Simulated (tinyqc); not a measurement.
ROHF in the sto-3g basis, for LiH, spin multiplicity 3, step by step. One step of it, computed by the program tinyqc.

Task: Orthogonalisation. S = U s U^T; symmetric (Loewdin) form X = U s^(-1/2) U^T, so that X^T S X = 1.

overlap S, order 1Li 1s, 1Li 2s, 1Li 2px, 1Li 2py, 1Li 2pz, 2H 1s:
$$\begin{pmatrix}
1.000000 & 0.241137 & 0.000000 & 0.000000 & 0.000000 & 0.003498 \\
0.241137 & 1.000000 & 0.000000 & 0.000000 & 0.000000 & 0.149027 \\
0.000000 & 0.000000 & 1.000000 & 0.000000 & 0.000000 & 0.000000 \\
0.000000 & 0.000000 & 0.000000 & 1.000000 & 0.000000 & 0.000000 \\
0.000000 & 0.000000 & 0.000000 & 0.000000 & 1.000000 & 0.228990 \\
0.003498 & 0.149027 & 0.000000 & 0.000000 & 0.228990 & 1.000000
\end{pmatrix}$$

Give: eigenvalues of S; X.

Result:

eigenvalues of S: [0.6803, 0.8265, 1.0000, 1.0000, 1.1701, 1.3231]

X, order 1Li 1s, 1Li 2s, 1Li 2px, 1Li 2py, 1Li 2pz, 2H 1s:
$$\begin{pmatrix}
1.0231 & -0.1269 & 0.0000 & 0.0000 & -0.0025 & 0.0130 \\
-0.1269 & 1.0323 & 0.0000 & 0.0000 & 0.0141 & -0.0809 \\
0.0000 & 0.0000 & 1.0000 & 0.0000 & 0.0000 & 0.0000 \\
0.0000 & 0.0000 & 0.0000 & 1.0000 & 0.0000 & 0.0000 \\
-0.0025 & 0.0141 & 0.0000 & 0.0000 & 1.0208 & -0.1202 \\
0.0130 & -0.0809 & 0.0000 & 0.0000 & -0.1202 & 1.0300
\end{pmatrix}$$
